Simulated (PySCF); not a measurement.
Molecule: SMILES C=C(Cl)COC, C4H7ClO.

Geometry (Å), atoms numbered from 1 in this order:
```xyz
13

C     2.1713   -0.2681    0.2156
C     1.6312    0.6476   -0.5821
Cl    2.5975    1.6664   -1.6068
C     0.1672    0.9311   -0.7191
O    -0.5613    0.1021    0.1226
C    -1.9386    0.2983    0.0405
H     1.5074   -0.8751    0.8327
H     3.2502   -0.4203    0.2629
H    -0.0090    2.0046   -0.4918
H    -0.1216    0.7914   -1.7832
H    -2.3246    0.1047   -0.9797
H    -2.4191   -0.4040    0.7350
H    -2.2282    1.3291    0.3250
```

Geometry PBE0-D3(BJ)/def2-SVP throughout; GIAO in PySCF 2.14, gas phase, one conformer, non-relativistic; equivalent atoms averaged; functional PBE0.

For orientation, pcSseg-1 gives these absolute shieldings σ: C2 34.8, C1 66.8, C4 108.3, C6 125.7, Cl3 726.7, O5 315.0, H7 25.38, H8 25.71, H11/H12/H13 27.89 ppm.

A run gave: C2 115.1, C1 132.0, C4 176.4, C6 184.7, Cl3 932.5, O5 375.9, H7 26.72, H8 27.17, H11/H12/H13 30.66 ppm (absolute shieldings σ).

Task: Which basis set was used in that run?
A. 6-31G*
B. 6-31G
C. def2-TZVP
D. STO-3G

Result: D. C2 tells them apart best: STO-3G gives 115.1, 6-31G* gives 58.3, def2-TZVP gives 35.5, 6-31G gives 60.5 ppm.
